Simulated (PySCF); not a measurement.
# Name the molecule from its bond curve

A diatomic of charge -1 contains O. Its doublet curve at PBE0 in a double-zeta basis (no relativity, PySCF), in eV from the separated fragments:

(R (Å), E (eV)): (1.560, -1.684), (1.633, -2.185), (1.705, -2.452), (1.760, -2.543), (1.814, -2.566), (1.868, -2.540), (1.941, -2.454), (2.032, -2.300), (2.140, -2.088), (2.286, -1.805)

The fit gives ωe = 692 cm⁻¹ and the rotational constant Bₑ = 0.5366 cm⁻¹.

**Question.** Which atom is the partner?

**Answer.** The minimum lies at 1.809 Å, so the reduced mass is 16.8576 u Å² cm⁻¹/(Bₑ·Re²) = 9.600 u. With O at 15.99 u the partner weighs about 24.0 u: Mg. The molecule is MgO⁻.

The state is the lowest determinant that a PBE0 search found; another state may lie lower at other levels.
